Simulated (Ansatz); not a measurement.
The inner images of a band of H5S2Si (8 atoms, charge 1, multiplicity 1) are given out of order.

Computed with RKS PBE0-D4/6-31G in Ansatz.

Initial state:

```xyz
8
Properties=species:S:1:pos:R:3
Si -0.920 1.246 -0.609
S 0.225 0.272 1.170
S 1.014 -1.636 0.215
H -1.996 0.288 -0.989
H 0.094 1.498 -1.672
H -1.375 2.454 0.139
H 2.337 -1.564 0.589
H 0.619 -2.558 1.158
```

Final state:

```xyz
8
Properties=species:S:1:pos:R:3
Si -0.797 1.090 -0.507
S 0.230 0.448 1.476
S 1.232 -1.534 1.042
H -1.780 0.015 -0.832
H 0.296 1.222 -1.516
H -1.383 2.372 -0.024
H 0.241 -2.304 0.469
H 1.960 -1.310 -0.108
```

Put them in order from the first end to the last, with their energies above the first end.
A.
```xyz
8
Properties=species:S:1:pos:R:3
Si -0.818 1.295 -0.625
S 0.139 0.229 1.211
S 0.766 -1.759 0.297
H -1.816 0.340 -1.184
H 0.309 1.626 -1.543
H -1.385 2.452 0.125
H 2.139 -1.642 0.294
H 0.668 -2.542 1.425
```
B.
```xyz
8
Properties=species:S:1:pos:R:3
Si -0.249 1.375 -0.415
S -1.056 -0.184 1.111
S 0.082 -2.108 0.740
H -0.657 0.882 -1.763
H 1.230 1.428 -0.220
H -1.003 2.555 0.094
H 0.272 -2.157 -0.625
H 1.381 -1.791 1.079
```
C.
```xyz
8
Properties=species:S:1:pos:R:3
Si -0.516 1.347 -0.571
S -0.524 -0.017 1.309
S 0.250 -2.041 0.556
H -1.318 0.652 -1.619
H 0.923 1.523 -0.926
H -1.166 2.528 0.063
H 1.202 -1.707 -0.386
H 1.148 -2.285 1.573
```
D.
```xyz
8
Properties=species:S:1:pos:R:3
Si -0.713 1.327 -0.619
S -0.042 0.153 1.276
S 0.539 -1.861 0.381
H -1.660 0.435 -1.347
H 0.544 1.628 -1.362
H -1.326 2.488 0.086
H 1.855 -1.661 0.019
H 0.802 -2.510 1.567
```
E.
```xyz
8
Properties=species:S:1:pos:R:3
Si -0.418 1.354 -0.527
S -0.765 -0.098 1.254
S 0.177 -2.094 0.646
H -1.102 0.751 -1.708
H 1.061 1.482 -0.687
H -1.100 2.532 0.079
H 0.862 -1.832 -0.523
H 1.285 -2.096 1.466
```
F.
```xyz
8
Properties=species:S:1:pos:R:3
Si -0.614 1.338 -0.600
S -0.273 0.070 1.318
S 0.367 -1.953 0.466
H -1.503 0.541 -1.492
H 0.752 1.575 -1.154
H -1.244 2.515 0.062
H 1.537 -1.660 -0.207
H 0.976 -2.424 1.608
```
G.
```xyz
8
Properties=species:S:1:pos:R:3
Si -0.331 1.366 -0.475
S -0.930 -0.153 1.182
S 0.124 -2.113 0.705
H -0.888 0.826 -1.750
H 1.159 1.459 -0.461
H -1.050 2.543 0.091
H 0.564 -1.989 -0.597
H 1.352 -1.938 1.306
```

A (+0.015 eV), D (+0.059 eV), F (+0.123 eV), C (+0.186 eV), E (+0.214 eV), G (+0.197 eV), B (+0.169 eV).

Time of the run: 2.9 min on 1 thread of Arm Neoverse V1, on a shared host, peak memory 0.11 GiB.
